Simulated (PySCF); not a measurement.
**Choosing a basis for TDDFT**

C4H7F.
SMILES: `C/C=C(\C)F`

TDDFT with PBE0 (PySCF), vertical singlets, core orbitals frozen in the response, spherical d and f functions. Geometry: PBE0-D3(BJ)/def2-SVP; no solvent, vibrations or thermal averaging.

**Question.** How do the low singlets change with the basis? Take 6-31+G*, aug-cc-pVDZ, def2-TZVP and def2-TZVPD.

**Answer.** 

```tsv
basis	functions	diffuse	S1 (eV)	S2 (eV)	S3 (eV)	S4 (eV)	S5 (eV)	LUMO (eV)	α (au)
6-31+G*	104	yes	6.14	6.72	6.87	7.11	7.40	0.45	48.7
aug-cc-pVDZ	178	yes	5.73	6.31	6.46	6.61	7.00	-0.07	53.4
def2-TZVP	197	no	6.89	7.25	7.51	7.94	8.67	0.75	50.6
def2-TZVPD	251	yes	6.04	6.72	6.87	7.05	7.50	0.33	53.3
```

States are compared by their number. Against the largest diffuse basis here (def2-TZVPD, itself not a converged limit), sets without diffuse functions differ by up to 0.86 eV in S1 and 1.17 eV in S5; the smaller diffuse sets differ by up to 0.31 and 0.50 eV. State by state, the largest deviation of a set without diffuse functions is S1 0.86, S2 0.53, S3 0.64, S4 0.89, S5 1.17 eV. The same number needn't mean the same state in each row. Against def2-TZVPD the polarisability deviates by -9% in 6-31+G*, 0% in aug-cc-pVDZ, -5% in def2-TZVP. A single + in a Pople set puts diffuse functions on heavy atoms only.
